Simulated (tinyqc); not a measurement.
Inside a calculation (part 1 of 2). Method: UHF in the sto-3g basis, for H2O, spin multiplicity 3. Computed by tinyqc, a small Python program that keeps every step (integrals from PySCF). Settings: charge = 0, multiplicity = 3, basis = sto-3g, energy threshold = 1e-10, iteration cap = 70, orthogonalisation = symmetric, start = atomic densities, DIIS depth = 3, DIIS from iteration = 3, method = UHF. Command: `OMP_NUM_THREADS=1 python tinyqc.py 22295 22296 out.jsonl` (the two numbers bound the seeds that draw the settings). One thread of a shared host (Intel(R) Xeon(R) Processor @ 2.60GHz), about 0.1 s of CPU time with the checks. Later iterations appear only in the table of the cycle.

## One-electron integrals

Geometry (angstrom):
```
atom,x,y,z
O,0.000000,0.000000,0.000000
H,0.000000,0.910000,0.840000
H,0.000000,-0.910000,0.840000
```

Basis sto-3g: exponents (1/bohr^2) and contraction coefficients of normalised primitives:
```
element,l (shell),exponent,coefficient
O,s (1),130.709320,0.154329
O,s (1),23.808861,0.535328
O,s (1),6.443608,0.444635
O,s (2),5.033151,-0.099967
O,s (2),1.169596,0.399513
O,s (2),0.380389,0.700115
O,p (3),5.033151,0.155916
O,p (3),1.169596,0.607684
O,p (3),0.380389,0.391957
H,s (1),3.425251,0.154329
H,s (1),0.623914,0.535328
H,s (1),0.168855,0.444635
```

Overlap, kinetic and nuclear-attraction integrals over the contracted functions; the nuclear repulsion is the sum of Za Zb / Rab.

nuclear repulsion = 7.12752572 hartree

overlap S, lower triangle:
```
,1O 1s,1O 2s,1O 2px,1O 2py,1O 2pz,2H 1s,3H 1s
1O 1s,1.000000
1O 2s,0.236704,1.000000
1O 2px,0.000000,0.000000,1.000000
1O 2py,0.000000,0.000000,0.000000,1.000000
1O 2pz,0.000000,0.000000,0.000000,0.000000,1.000000
2H 1s,0.027721,0.310890,0.000000,0.211446,0.195180,1.000000
3H 1s,0.027721,0.310890,0.000000,-0.211446,0.195180,0.159055,1.000000
```

kinetic energy T (hartree), lower triangle:
```
,1O 1s,1O 2s,1O 2px,1O 2py,1O 2pz,2H 1s,3H 1s
1O 1s,29.003200
1O 2s,-0.168011,0.808128
1O 2px,0.000000,0.000000,2.528731
1O 2py,0.000000,0.000000,0.000000,2.528731
1O 2pz,0.000000,0.000000,0.000000,0.000000,2.528731
2H 1s,-0.008512,0.031865,0.000000,0.085129,0.078580,0.760032
3H 1s,-0.008512,0.031865,0.000000,-0.085129,0.078580,-0.006731,0.760032
```

nuclear attraction V (hartree), lower triangle:
```
,1O 1s,1O 2s,1O 2px,1O 2py,1O 2pz,2H 1s,3H 1s
1O 1s,-61.473051
1O 2s,-7.385366,-9.904870
1O 2px,0.000000,0.000000,-9.787808
1O 2py,0.000000,0.000000,0.000000,-9.859232
1O 2pz,-0.012580,-0.156576,0.000000,0.000000,-9.848666
2H 1s,-0.884046,-2.288299,0.000000,-1.353587,-1.288251,-4.894609
3H 1s,-0.884046,-2.288299,0.000000,1.353587,-1.288251,-0.845674,-4.894609
```

core Hamiltonian H = T + V (hartree), lower triangle:
```
,1O 1s,1O 2s,1O 2px,1O 2py,1O 2pz,2H 1s,3H 1s
1O 1s,-32.469851
1O 2s,-7.553377,-9.096742
1O 2px,0.000000,0.000000,-7.259077
1O 2py,0.000000,0.000000,0.000000,-7.330501
1O 2pz,-0.012580,-0.156576,0.000000,0.000000,-7.319935
2H 1s,-0.892558,-2.256433,0.000000,-1.268458,-1.209670,-4.134577
3H 1s,-0.892558,-2.256433,0.000000,1.268458,-1.209670,-0.852405,-4.134577
```

## Two-electron integrals

Functions are numbered as in S; the eight-fold symmetry (ij|kl) = (ji|kl) = (kl|ij) leaves the list below.

Two-electron integrals (ij|kl) in chemists' order, unique and non-zero (hartree):
```
i,j,k,l,(ij|kl)
1,1,1,1,4.785065
2,1,1,1,0.741380
2,1,2,1,0.136873
2,2,1,1,1.118947
2,2,2,1,0.256633
2,2,2,2,0.817206
3,1,3,1,0.024477
3,2,3,1,0.037809
3,2,3,2,0.180518
3,3,1,1,1.115814
3,3,2,1,0.256684
3,3,2,2,0.817023
3,3,3,3,0.880159
4,1,4,1,0.024477
4,2,4,1,0.037809
4,2,4,2,0.180518
4,3,4,3,0.047444
4,4,1,1,1.115814
4,4,2,1,0.256684
4,4,2,2,0.817023
4,4,3,3,0.785270
4,4,4,4,0.880159
5,1,5,1,0.024477
5,2,5,1,0.037809
5,2,5,2,0.180518
5,3,5,3,0.047444
5,4,5,4,0.047444
5,5,1,1,1.115814
5,5,2,1,0.256684
5,5,2,2,0.817023
5,5,3,3,0.785270
5,5,4,4,0.785270
5,5,5,5,0.880159
6,1,1,1,0.087745
6,1,2,1,0.016082
6,1,2,2,0.030027
6,1,3,3,0.029970
6,1,4,1,0.000527
6,1,4,2,0.000998
6,1,4,4,0.030065
6,1,5,1,0.000486
6,1,5,2,0.000922
6,1,5,4,0.000088
6,1,5,5,0.030051
6,1,6,1,0.001913
6,2,1,1,0.242349
6,2,2,1,0.056408
6,2,2,2,0.202550
6,2,3,3,0.198925
6,2,4,1,0.003096
6,2,4,2,0.025030
6,2,4,4,0.204687
6,2,5,1,0.002858
6,2,5,2,0.023105
6,2,5,4,0.005319
6,2,5,5,0.203835
6,2,6,1,0.006770
6,2,6,2,0.065538
6,3,3,1,0.005538
6,3,3,2,0.033543
6,3,4,3,0.005014
6,3,5,3,0.004628
6,3,6,3,0.008725
6,4,1,1,0.137403
6,4,2,1,0.032363
6,4,2,2,0.124115
6,4,3,3,0.118680
6,4,4,1,0.007074
6,4,4,2,0.047817
6,4,4,4,0.132019
6,4,5,1,0.001418
6,4,5,2,0.013176
6,4,5,4,0.007685
6,4,5,5,0.121501
6,4,6,1,0.004031
6,4,6,2,0.048874
6,4,6,4,0.044779
6,5,1,1,0.126833
6,5,2,1,0.029873
6,5,2,2,0.114568
6,5,3,3,0.109551
6,5,4,1,0.001418
6,5,4,2,0.013176
6,5,4,4,0.112607
6,5,5,1,0.006847
6,5,5,2,0.045705
6,5,5,4,0.007836
6,5,5,5,0.121412
6,5,6,1,0.003721
6,5,6,2,0.045114
6,5,6,4,0.033281
6,5,6,5,0.039446
6,6,1,1,0.421996
6,6,2,1,0.099769
6,6,2,2,0.413011
6,6,3,3,0.397791
6,6,4,1,0.006271
6,6,4,2,0.071911
6,6,4,4,0.422190
6,6,5,1,0.005789
6,6,5,2,0.066379
6,6,5,4,0.022522
6,6,5,5,0.418581
6,6,6,1,0.012036
6,6,6,2,0.178711
6,6,6,4,0.152289
6,6,6,5,0.140575
6,6,6,6,0.774606
7,1,1,1,0.087745
7,1,2,1,0.016082
7,1,2,2,0.030027
7,1,3,3,0.029970
7,1,4,1,-0.000527
7,1,4,2,-0.000998
7,1,4,4,0.030065
7,1,5,1,0.000486
7,1,5,2,0.000922
7,1,5,4,-0.000088
7,1,5,5,0.030051
7,1,6,1,0.001888
7,1,6,2,0.006587
7,1,6,4,0.003629
7,1,6,5,0.003624
7,1,6,6,0.011649
7,1,7,1,0.001913
7,2,1,1,0.242349
7,2,2,1,0.056408
7,2,2,2,0.202550
7,2,3,3,0.198925
7,2,4,1,-0.003096
7,2,4,2,-0.025030
7,2,4,4,0.204687
7,2,5,1,0.002858
7,2,5,2,0.023105
7,2,5,4,-0.005319
7,2,5,5,0.203835
7,2,6,1,0.006587
7,2,6,2,0.052499
7,2,6,4,0.027269
7,2,6,5,0.035155
7,2,6,6,0.115628
7,2,7,1,0.006770
7,2,7,2,0.065538
7,3,3,1,0.005538
7,3,3,2,0.033543
7,3,4,3,-0.005014
7,3,5,3,0.004628
7,3,6,3,0.006750
7,3,7,3,0.008725
7,4,1,1,-0.137403
7,4,2,1,-0.032363
7,4,2,2,-0.124115
7,4,3,3,-0.118680
7,4,4,1,0.007074
7,4,4,2,0.047817
7,4,4,4,-0.132019
7,4,5,1,-0.001418
7,4,5,2,-0.013176
7,4,5,4,0.007685
7,4,5,5,-0.121501
7,4,6,1,-0.003629
7,4,6,2,-0.027269
7,4,6,4,-0.007803
7,4,6,5,-0.017936
7,4,6,6,-0.055573
7,4,7,1,-0.004031
7,4,7,2,-0.048874
7,4,7,4,0.044779
7,5,1,1,0.126833
7,5,2,1,0.029873
7,5,2,2,0.114568
7,5,3,3,0.109551
7,5,4,1,-0.001418
7,5,4,2,-0.013176
7,5,4,4,0.112607
7,5,5,1,0.006847
7,5,5,2,0.045705
7,5,5,4,-0.007836
7,5,5,5,0.121412
7,5,6,1,0.003624
7,5,6,2,0.035155
7,5,6,4,0.017936
7,5,6,5,0.029955
7,5,6,6,0.084327
7,5,7,1,0.003721
7,5,7,2,0.045114
7,5,7,4,-0.033281
7,5,7,5,0.039446
7,6,1,1,0.082419
7,6,2,1,0.019398
7,6,2,2,0.076899
7,6,3,3,0.074903
7,6,4,4,0.076156
7,6,5,1,0.001439
7,6,5,2,0.014472
7,6,5,5,0.079554
7,6,6,1,0.002310
7,6,6,2,0.025777
7,6,6,4,0.016787
7,6,6,5,0.019981
7,6,6,6,0.078117
7,6,7,1,0.002310
7,6,7,2,0.025777
7,6,7,4,-0.016787
7,6,7,5,0.019981
7,6,7,6,0.013456
7,7,1,1,0.421996
7,7,2,1,0.099769
7,7,2,2,0.413011
7,7,3,3,0.397791
7,7,4,1,-0.006271
7,7,4,2,-0.071911
7,7,4,4,0.422190
7,7,5,1,0.005789
7,7,5,2,0.066379
7,7,5,4,-0.022522
7,7,5,5,0.418581
7,7,6,1,0.011649
7,7,6,2,0.115628
7,7,6,4,0.055573
7,7,6,5,0.084327
7,7,6,6,0.288861
7,7,7,1,0.012036
7,7,7,2,0.178711
7,7,7,4,-0.152289
7,7,7,5,0.140575
7,7,7,6,0.078117
7,7,7,7,0.774606
```

## Orthogonalisation

S = U s U^T; symmetric (Loewdin) form X = U s^(-1/2) U^T, so that X^T S X = 1.

eigenvalues of S: 0.516803  0.611049  0.880747  1.000000  1.114503  1.229896  1.647001

X, lower triangle:
```
,1O 1s,1O 2s,1O 2px,1O 2py,1O 2pz,2H 1s,3H 1s
1O 1s,1.023111
1O 2s,-0.131936,1.103663
1O 2px,0.000000,0.000000,1.000000
1O 2py,0.000000,0.000000,0.000000,1.041968
1O 2pz,-0.005640,0.050069,0.000000,0.000000,1.030668
2H 1s,0.015715,-0.167667,0.000000,-0.129004,-0.103117,1.082298
3H 1s,0.015715,-0.167667,0.000000,0.129004,-0.103117,-0.056711,1.082298
```

## Starting guess

The start is atomic minimal-basis densities projected into this basis (PySCF's MINAO start) and scaled to the electron count of each spin; this density is not idempotent, so its energy is not variational and may lie below the converged one.

D(alpha) at the start, lower triangle:
```
,1O 1s,1O 2s,1O 2px,1O 2py,1O 2pz,2H 1s,3H 1s
1O 1s,1.286422
1O 2s,-0.296952,1.260079
1O 2px,0.000000,0.000000,0.784749
1O 2py,0.000000,0.000000,0.000000,0.730160
1O 2pz,0.008161,-0.040658,0.000000,0.000000,0.745145
2H 1s,-0.009185,0.034558,0.000000,0.066520,0.045774,0.594512
3H 1s,-0.009185,0.034558,0.000000,-0.066520,0.045774,0.034727,0.594512
```

D(beta) at the start, lower triangle:
```
,1O 1s,1O 2s,1O 2px,1O 2py,1O 2pz,2H 1s,3H 1s
1O 1s,0.857614
1O 2s,-0.197968,0.840053
1O 2px,0.000000,0.000000,0.523166
1O 2py,0.000000,0.000000,0.000000,0.486773
1O 2pz,0.005441,-0.027106,0.000000,0.000000,0.496763
2H 1s,-0.006123,0.023038,0.000000,0.044346,0.030516,0.396341
3H 1s,-0.006123,0.023038,0.000000,-0.044346,0.030516,0.023151,0.396341
```

## Iteration 1: building the Fock matrix

J_ij = sum D_kl (ij|kl) with D = D(alpha) + D(beta), K_ij = sum D_kl (ik|jl) for each spin; F = H + J - K(s); E = tr D H + tr D J / 2 - 0.5 sum_s tr D(s) K(s) + E_nn.

Coulomb J (hartree), lower triangle:
```
,1O 1s,1O 2s,1O 2px,1O 2py,1O 2pz,2H 1s,3H 1s
1O 1s,17.074351
1O 2s,3.195331,7.901000
1O 2px,0.000000,0.000000,7.863183
1O 2py,0.000000,0.000000,0.000000,7.911217
1O 2pz,0.010527,0.134840,0.000000,0.000000,7.904655
2H 1s,0.376243,1.985460,0.000000,1.224162,1.164189,4.394820
3H 1s,0.376243,1.985460,0.000000,-1.224162,1.164189,0.782230,4.394820
```

exchange K(alpha) (hartree), lower triangle:
```
,1O 1s,1O 2s,1O 2px,1O 2py,1O 2pz,2H 1s,3H 1s
1O 1s,5.944729
1O 2s,1.000263,1.579777
1O 2px,0.000000,0.000000,1.014658
1O 2py,0.000000,0.000000,0.000000,1.047329
1O 2pz,0.005376,0.052148,0.000000,0.000000,1.043585
2H 1s,0.131572,0.500067,0.000000,0.247061,0.251492,0.666884
3H 1s,0.131572,0.500067,0.000000,-0.247061,0.251492,0.201079,0.666884
```

exchange K(beta) (hartree), lower triangle:
```
,1O 1s,1O 2s,1O 2px,1O 2py,1O 2pz,2H 1s,3H 1s
1O 1s,3.963152
1O 2s,0.666842,1.053184
1O 2px,0.000000,0.000000,0.676439
1O 2py,0.000000,0.000000,0.000000,0.698219
1O 2pz,0.003584,0.034765,0.000000,0.000000,0.695723
2H 1s,0.087715,0.333378,0.000000,0.164707,0.167661,0.444589
3H 1s,0.087715,0.333378,0.000000,-0.164707,0.167661,0.134053,0.444589
```

F(alpha) (hartree), lower triangle:
```
,1O 1s,1O 2s,1O 2px,1O 2py,1O 2pz,2H 1s,3H 1s
1O 1s,-21.340229
1O 2s,-5.358309,-2.775519
1O 2px,0.000000,0.000000,-0.410552
1O 2py,0.000000,0.000000,0.000000,-0.466612
1O 2pz,-0.007430,-0.073885,0.000000,0.000000,-0.458865
2H 1s,-0.647887,-0.771040,0.000000,-0.291357,-0.296973,-0.406641
3H 1s,-0.647887,-0.771040,0.000000,0.291357,-0.296973,-0.271255,-0.406641
```

F(beta) (hartree), lower triangle:
```
,1O 1s,1O 2s,1O 2px,1O 2py,1O 2pz,2H 1s,3H 1s
1O 1s,-19.358652
1O 2s,-5.024888,-2.248927
1O 2px,0.000000,0.000000,-0.072333
1O 2py,0.000000,0.000000,0.000000,-0.117503
1O 2pz,-0.005638,-0.056502,0.000000,0.000000,-0.111004
2H 1s,-0.604030,-0.604351,0.000000,-0.209003,-0.213142,-0.184346
3H 1s,-0.604030,-0.604351,0.000000,0.209003,-0.213142,-0.204229,-0.184346
```

total energy of this density = -75.27763518 hartree

This density is the starting one; it is not idempotent, so its energy is not variational and may lie below the converged one.

## Iteration 1: diagonalisation and new density

Diagonalise F' = X^T F X, C = X C', fill 6 alpha and 4 beta electrons from the bottom; D(s) = C_occ C_occ^T. Each column has its largest component positive (the first on a tie).

F' = X^T F X (alpha) (hartree), lower triangle:
```
,1,2,3,4,5,6,7
1,-20.975290
2,-2.691602,-1.715746
3,0.000000,0.000000,-0.410552
4,0.000000,0.000000,0.000000,-0.354452
5,-0.025239,0.044456,0.000000,0.000000,-0.373344
6,-0.054771,-0.376287,0.000000,-0.272869,-0.231243,-0.121848
7,-0.054771,-0.376287,0.000000,0.272869,-0.231243,-0.101919,-0.121848
```

orbital energies (alpha) (hartree): MO1 -21.345453, MO2 -1.553069, MO3 -0.607775, MO4 -0.559955, MO5 -0.410552, MO6 0.170331, MO7 0.233394

coefficients C (alpha):
```
,MO1,MO2,MO3,MO4,MO5,MO6,MO7
1O 1s,0.995779,-0.244238,0.000000,0.067595,0.000000,0.094301,0.000000
1O 2s,0.017798,0.941638,0.000000,-0.338152,0.000000,-0.541171,0.000000
1O 2px,0.000000,0.000000,0.000000,0.000000,1.000000,0.000000,0.000000
1O 2py,0.000000,0.000000,0.770935,0.000000,0.000000,0.000000,-0.724321
1O 2pz,0.001237,0.060688,0.000000,0.804439,0.000000,-0.659754,0.000000
2H 1s,-0.002213,0.109864,0.334142,0.281869,0.000000,0.688027,0.744085
3H 1s,-0.002213,0.109864,-0.334142,0.281869,0.000000,0.688027,-0.744085
```

F' = X^T F X (beta) (hartree), lower triangle:
```
,1,2,3,4,5,6,7
1,-18.980342
2,-2.657006,-1.240206
3,0.000000,0.000000,-0.072333
4,0.000000,0.000000,0.000000,-0.014536
5,-0.027914,0.048977,0.000000,0.000000,-0.033676
6,-0.042370,-0.319242,0.000000,-0.242131,-0.201570,0.056822
7,-0.042370,-0.319242,0.000000,0.242131,-0.201570,-0.087901,0.056822
```

orbital energies (beta) (hartree): MO1 -19.370575, MO2 -1.045167, MO3 -0.286467, MO4 -0.231944, MO5 -0.072333, MO6 0.362383, MO7 0.416655

coefficients C (beta):
```
,MO1,MO2,MO3,MO4,MO5,MO6,MO7
1O 1s,0.993240,-0.247567,0.000000,0.084019,0.000000,-0.099072,0.000000
1O 2s,0.028187,0.915581,0.000000,-0.404789,0.000000,0.539698,0.000000
1O 2px,0.000000,0.000000,0.000000,0.000000,1.000000,0.000000,0.000000
1O 2py,0.000000,0.000000,0.702512,0.000000,0.000000,0.000000,0.790860
1O 2pz,0.001935,0.056597,0.000000,0.745238,0.000000,0.726289,0.000000
2H 1s,-0.004216,0.138526,0.399848,0.335158,0.000000,-0.658308,-0.710939
3H 1s,-0.004216,0.138526,-0.399848,0.335158,0.000000,-0.658308,0.710939
```

D(alpha) after iteration 1, lower triangle:
```
,1O 1s,1O 2s,1O 2px,1O 2py,1O 2pz,2H 1s,3H 1s
1O 1s,1.064689
1O 2s,-0.286151,1.294212
1O 2px,0.000000,0.000000,1.000000
1O 2py,0.000000,0.000000,0.000000,0.594341
1O 2pz,-0.021430,0.142186,0.000000,0.000000,1.086081
2H 1s,0.054898,-0.364242,0.000000,0.257602,-0.220518,0.676558
3H 1s,0.054898,-0.364242,0.000000,-0.257602,-0.220518,0.453256,0.676558
```

D(beta) after iteration 1, lower triangle:
```
,1O 1s,1O 2s,1O 2px,1O 2py,1O 2pz,2H 1s,3H 1s
1O 1s,1.054874
1O 2s,-0.232682,1.002938
1O 2px,0.000000,0.000000,0.000000
1O 2py,0.000000,0.000000,0.000000,0.493523
1O 2pz,0.050525,-0.249790,0.000000,0.000000,0.558586
2H 1s,-0.010322,-0.008955,0.000000,0.280898,0.257604,0.291416
3H 1s,-0.010322,-0.008955,0.000000,-0.280898,0.257604,-0.028341,0.291416
```

## Iteration 2: building the Fock matrix

As before.

Coulomb J (hartree), lower triangle:
```
,1O 1s,1O 2s,1O 2px,1O 2py,1O 2pz,2H 1s,3H 1s
1O 1s,16.963797
1O 2s,3.179416,7.884435
1O 2px,0.000000,0.000000,7.815479
1O 2py,0.000000,0.000000,0.000000,7.892720
1O 2pz,0.005609,0.104991,0.000000,0.000000,7.921375
2H 1s,0.374254,1.980328,0.000000,1.221889,1.159037,4.389986
3H 1s,0.374254,1.980328,0.000000,-1.221889,1.159037,0.780495,4.389986
```

exchange K(alpha) (hartree), lower triangle:
```
,1O 1s,1O 2s,1O 2px,1O 2py,1O 2pz,2H 1s,3H 1s
1O 1s,4.913319
1O 2s,0.844450,1.399319
1O 2px,0.000000,0.000000,1.169292
1O 2py,0.000000,0.000000,0.000000,0.974799
1O 2pz,0.001804,0.031213,0.000000,0.000000,1.186041
2H 1s,0.105747,0.361884,0.000000,0.261102,0.187708,0.629425
3H 1s,0.105747,0.361884,0.000000,-0.261102,0.187708,0.185938,0.629425
```

exchange K(beta) (hartree), lower triangle:
```
,1O 1s,1O 2s,1O 2px,1O 2py,1O 2pz,2H 1s,3H 1s
1O 1s,4.863560
1O 2s,0.787960,1.112058
1O 2px,0.000000,0.000000,0.252867
1O 2py,0.000000,0.000000,0.000000,0.830946
1O 2pz,0.002691,-0.074182,0.000000,0.000000,0.857615
2H 1s,0.097555,0.332839,0.000000,0.251100,0.233025,0.466681
3H 1s,0.097555,0.332839,0.000000,-0.251100,0.233025,0.113356,0.466681
```

F(alpha) (hartree), lower triangle:
```
,1O 1s,1O 2s,1O 2px,1O 2py,1O 2pz,2H 1s,3H 1s
1O 1s,-20.419372
1O 2s,-5.218410,-2.611627
1O 2px,0.000000,0.000000,-0.612890
1O 2py,0.000000,0.000000,0.000000,-0.412580
1O 2pz,-0.008775,-0.082798,0.000000,0.000000,-0.584602
2H 1s,-0.624051,-0.637990,0.000000,-0.307671,-0.238342,-0.374016
3H 1s,-0.624051,-0.637990,0.000000,0.307671,-0.238342,-0.257847,-0.374016
```

F(beta) (hartree), lower triangle:
```
,1O 1s,1O 2s,1O 2px,1O 2py,1O 2pz,2H 1s,3H 1s
1O 1s,-20.369614
1O 2s,-5.161920,-2.324365
1O 2px,0.000000,0.000000,0.303536
1O 2py,0.000000,0.000000,0.000000,-0.268727
1O 2pz,-0.009663,0.022596,0.000000,0.000000,-0.256175
2H 1s,-0.615859,-0.608945,0.000000,-0.297669,-0.283659,-0.211272
3H 1s,-0.615859,-0.608945,0.000000,0.297669,-0.283659,-0.185266,-0.211272
```

total energy of this density = -74.69847614 hartree

## Iteration 2: diagonalisation and new density

As before.

F' = X^T F X (alpha) (hartree), lower triangle:
```
,1,2,3,4,5,6,7
1,-20.045863
2,-2.677099,-1.637863
3,0.000000,0.000000,-0.612890
4,0.000000,0.000000,0.000000,-0.286377
5,-0.023224,-0.015166,0.000000,0.000000,-0.534092
6,-0.054158,-0.249432,0.000000,-0.302861,-0.147959,-0.134413
7,-0.054158,-0.249432,0.000000,0.302861,-0.147959,-0.150804,-0.134413
```

orbital energies (alpha) (hartree): MO1 -20.428112, MO2 -1.369431, MO3 -0.614752, MO4 -0.612890, MO5 -0.589269, MO6 -0.090739, MO7 0.319283

coefficients C (alpha):
```
,MO1,MO2,MO3,MO4,MO5,MO6,MO7
1O 1s,0.994352,-0.255683,0.056604,0.000000,0.000000,0.085879,0.000000
1O 2s,0.023767,0.981085,-0.271318,0.000000,0.000000,-0.507449,0.000000
1O 2px,0.000000,0.000000,0.000000,1.000000,0.000000,0.000000,0.000000
1O 2py,0.000000,0.000000,0.000000,0.000000,0.745396,0.000000,0.750578
1O 2pz,0.001943,0.096352,0.873172,0.000000,0.000000,-0.560682,0.000000
2H 1s,-0.003715,0.058187,0.204026,0.000000,0.359702,0.721027,-0.732070
3H 1s,-0.003715,0.058187,0.204026,0.000000,-0.359702,0.721027,0.732070
```

F' = X^T F X (beta) (hartree), lower triangle:
```
,1,2,3,4,5,6,7
1,-20.003433
2,-2.664315,-1.297081
3,0.000000,0.000000,0.303536
4,0.000000,0.000000,0.000000,-0.132574
5,-0.042857,0.154648,0.000000,0.000000,-0.149946
6,-0.046275,-0.326053,0.000000,-0.323242,-0.275285,0.062078
7,-0.046275,-0.326053,0.000000,0.323242,-0.275285,-0.070194,0.062078
```

orbital energies (beta) (hartree): MO1 -20.376346, MO2 -1.107175, MO3 -0.476078, MO4 -0.438232, MO5 0.303536, MO6 0.463177, MO7 0.475776

coefficients C (beta):
```
,MO1,MO2,MO3,MO4,MO5,MO6,MO7
1O 1s,0.995107,-0.246247,0.000000,0.060585,0.000000,-0.100715,0.000000
1O 2s,0.020684,0.940020,0.000000,-0.319157,0.000000,0.555235,0.000000
1O 2px,0.000000,0.000000,0.000000,0.000000,1.000000,0.000000,0.000000
1O 2py,0.000000,0.000000,0.723405,0.000000,0.000000,0.000000,0.771795
1O 2pz,0.001619,-0.009108,0.000000,0.762868,0.000000,0.709950,0.000000
2H 1s,-0.003172,0.117447,0.380698,0.330821,0.000000,-0.664575,-0.721375
3H 1s,-0.003172,0.117447,-0.380698,0.330821,0.000000,-0.664575,0.721375
```

D(alpha) after iteration 2, lower triangle:
```
,1O 1s,1O 2s,1O 2px,1O 2py,1O 2pz,2H 1s,3H 1s
1O 1s,1.064689
1O 2s,-0.286151,1.294212
1O 2px,0.000000,0.000000,1.000000
1O 2py,0.000000,0.000000,0.000000,0.555615
1O 2pz,-0.021430,0.142186,0.000000,0.000000,1.086081
2H 1s,0.054898,-0.364242,0.000000,0.268121,-0.220518,0.694293
3H 1s,0.054898,-0.364242,0.000000,-0.268121,-0.220518,0.435521,0.694293
```

D(beta) after iteration 2, lower triangle:
```
,1O 1s,1O 2s,1O 2px,1O 2py,1O 2pz,2H 1s,3H 1s
1O 1s,1.054546
1O 2s,-0.230230,0.985926
1O 2px,0.000000,0.000000,0.000000
1O 2py,0.000000,0.000000,0.000000,0.523315
1O 2pz,0.050073,-0.252003,0.000000,0.000000,0.582053
2H 1s,-0.012035,0.004753,0.000000,0.275399,0.251298,0.268177
3H 1s,-0.012035,0.004753,0.000000,-0.275399,0.251298,-0.021684,0.268177
```
